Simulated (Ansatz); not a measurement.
One elementary step

Start structure (CH7FSi, singlet), relaxed at PBE0-D4/def2-TZVP:

```
10
angstrom
Si -0.7112 -0.6242 -0.4242
C -0.4819 0.8523 0.6905
H -0.8784 -1.8832 0.3451
H 0.4960 -0.8072 -1.2978
H -1.8623 -0.4561 -1.3479
H 2.0024 -0.4019 -0.6159
F 2.7401 -0.1526 -0.1108
H -0.3531 1.7644 0.1037
H -1.3528 0.9822 1.3369
H 0.4011 0.7262 1.3204
```

The step: CH₆Si ([CH3][SiH3]) + HF → SiH₃F ([F][SiH3]) + CH₄; bonds formed: Si1–F7, C2–H6; bonds broken: Si1–C2, H6–F7. Computed with Ansatz 0.2.0 (basis: def2-TZVPP and def2-QZVPP); correlated methods freeze the cores. Extrapolation: Hartree–Fock as exp(−7.88 √X), correlation as X^−2.97. Energies below are by CCSD(T) at an estimated basis limit (MP2 extrapolated from triple and quadruple zeta, plus CCSD(T) − MP2 in triple zeta).

(1) What are the electronic barrier and the energy of the step, from the start structure to the end structure? (An estimate is asked for; the value comes from the calculation.)

No T1 diagnostic of these runs exceeds 0.012. The end structure is not quite a true minimum (one mode of 28i cm⁻¹).

Answers

(1) By the calculation: Barrier 171.4 kJ/mol; step energy -126.9 kJ/mol (downhill); reverse barrier, their difference, 298.3 kJ/mol. Barrier and step energy count from the start structure, the reverse barrier from the end structure.

The saddle point: One imaginary mode of 988i cm⁻¹.
| pair | start (Å) | saddle (Å) | end (Å) |
| --- | --- | --- | --- |
| Si1–F7 | 3.50 | 1.95 | 1.60 |
| C2–H6 | 3.07 | 1.32 | 1.09 |
| Si1–C2 | 1.86 | 2.12 | 4.15 |
| H6–F7 | 0.93 | 1.22 | 2.70 |

Zero-point energy (harmonic, PBE0-D4): ZPE is 190.2 kJ/mol at the start and 185.6 kJ/mol at the saddle, so the barrier goes from 171.4 to 166.8 kJ/mol.

Labels in which every atom is bracketed show which atoms are joined, not bond orders.

For scale, one of the runs: CCSD(T)/def2-TZVPP, 202 basis functions (an equivalent command: `ansatz run in.yaml --threads 2`). Hardware: 2 CPU threads, shared host. Wall time 64 s; peak host memory 2.5 GiB.
